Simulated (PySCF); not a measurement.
Unknown compound

The spectra below were simulated for a compound C4H9Cl.

¹H NMR (400 MHz, computed): δ 3.27 (d, 2H), 1.65 (m, 1H), 1.02 (d, 6H).

¹³C{¹H} NMR (computed): δ 57.7 (CH2), 36.4 (CH), 22.2 (CH3, 2C).

[PySCF: PBE0/pcSseg-1 with gauge-including orbitals; geometry from GFN2-xTB; non-relativistic Hamiltonian; one averaged value for each set of equivalent atoms; one conformer; in vacuum]

Chemical shifts δ = σref − σ; TMS for ¹H, ¹³C, all at this level.

Propose a structure and justify it.

Results:


- The formula gives 0 degrees of unsaturation.
- 3 carbon signals for 4 carbons: some carbons are equivalent by symmetry or fast rotation.
- Carbon types of the structure: 1 × CH, 1 × CH2, 2 × CH3, which accounts for all hydrogens.
- δC 57.7: sp3 CH2 bonded to Cl; pulled downfield by the heteroatom.
- δC 36.4: sp3 CH; saturated and bonded to C and H only.
- δC 22.2: methyl carbon; aliphatic region, no heteroatom directly attached.
- δH 3.27: hydrogen on an sp3 CH2 bonded to Cl; its carbon carries Cl, an electronegative neighbour.
- δH 1.65: hydrogen on an sp3 CH.
- δH 1.02: hydrogen on a methyl carbon; far from electronegative atoms and π systems.

These data were computed for 1-chloro-2-methylpropane (SMILES CC(C)CCl).

The data come from this structure; uniqueness wasn't tested.

Carbons that carry Cl, above all several Cl atoms, come out too deshielded, partly because spin–orbit coupling is missing. Shifts are as computed. Against solution values, carbons near 30 ppm lie about +3 ppm off and those near 130 ppm about +5 ppm; carbons on Cl a further +6 ppm (rms about the fit 2.1 ppm; single classes can miss by 10 ppm). Of 1328 compounds with measured shifts, 309 miss one by over three times the rms of a fit or turn the order of signals round; such compounds aren't used in these exercises. Signals without a measured value on file couldn't be tested in this way; 1H shifts scatter by 0.2 ppm about their fit, and single ones miss by 0.5 ppm. No couplings were computed; multiplicities are counted from neighbouring protons, with m where these are inequivalent, close in shift, in a saturated or five-membered ring or joined by F or P, and br s for small geminal =CH2 splittings.
